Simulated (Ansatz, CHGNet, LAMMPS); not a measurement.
## How well does each level of theory give the LA phonon frequency at X of 3C-SiC?

Reference value: 640 cm⁻¹ (measured, temperature not stated, not corrected to a static lattice; as tabulated in Wang et al. (1996), arXiv:mtrl-th/9510002).

Problem. What do Tersoff SiC.tersoff, CHGNet-r²SCAN, LDA, PBE, r²SCAN give, and how far is each from the reference?

Solution. 
| level (code) | value (cm⁻¹) | cell (Å³/atom) | difference (%) |
|---|---|---|---|
| Tersoff SiC.tersoff (LAMMPS) | 645 | 10.09 | +0.8 |
| CHGNet-r²SCAN (CHGNet) | 369 | 10.32 | -42 |
| LDA (Ansatz) | 635 | 10.14 | -0.8 |
| PBE (Ansatz) | 622 | 10.50 | -2.8 |
| r²SCAN (Ansatz) | 644 | 10.33 | +0.6 |

Nearest, and too close to rank with a margin of 3.0 % (twice that across the reference) picked here for doubts on the reference and the settings, and for temperature and zero-point motion: r²SCAN (+0.6 %), Tersoff SiC.tersoff (+0.8 %), LDA (-0.8 %), PBE (-2.8 %). CHGNet-r²SCAN (-42 %) misses by most. Within 5 %: Tersoff SiC.tersoff, LDA, PBE, r²SCAN.

The reference has no zero-point or thermal correction, while the calculations are for a static lattice, so the differences are not the levels' errors alone.  Each level is taken at its own relaxed cell. Cutoffs and k meshes differ between the levels. Ansatz's density-functional and Hartree–Fock values are scalar-relativistic unless marked +SOC, with PAW data made under PBE.

Empirical potentials (Tersoff SiC.tersoff) are fitted to chosen data, which need not cover the solid at hand: agreement can be built in, and what lay outside the fit can be far off. Machine-learned potentials (CHGNet-r²SCAN) are trained on DFT data, which may include these solids.

Differences are worked out from the printed values.

Ansatz is a program for electronic structure.
